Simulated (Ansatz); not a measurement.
The cluster Li₃H₃. The state is a triplet with charge 0. Geometry PBE0-D4/def2-TZVP, that of the charge +1 doublet; atoms count from 1.

Cartesian coordinates in Å:
```
Li 0.274 0.194 0.282
Li -1.762 -1.903 1.773
Li 2.775 2.423 0.352
H 0.015 0.340 -1.783
H -0.787 -0.886 0.986
H -0.515 -0.167 -1.610
```

At PBE0-D4/def2-TZVP a singlet of charge 0 lies 0.40 eV below the triplet at the same geometry. The structure comes from a short search, and lower isomers may exist.

Estimate the Mulliken populations from the PBE0/def2-TZVP orbitals of Ansatz.


```json
{"atom": "Li1", "charge (e)": "0.35", "spin (α − β)": "0.43"}
{"atom": "Li2", "charge (e)": "0.24", "spin (α − β)": "0.61"}
{"atom": "Li3", "charge (e)": "0.04", "spin (α − β)": "0.95"}
{"atom": "H4", "charge (e)": "0.00", "spin (α − β)": "-0.02"}
{"atom": "H5", "charge (e)": "-0.68", "spin (α − β)": "0.00"}
{"atom": "H6", "charge (e)": "0.05", "spin (α − β)": "0.02"}
```
Mulliken values and Mayer orders depend strongly on the basis.

Where does the spin sit?

Summed by element: Li 2.00, H 0.00, of 2 unpaired in all. Largest on single atoms: Li3 0.95, Li2 0.61, Li1 0.43.
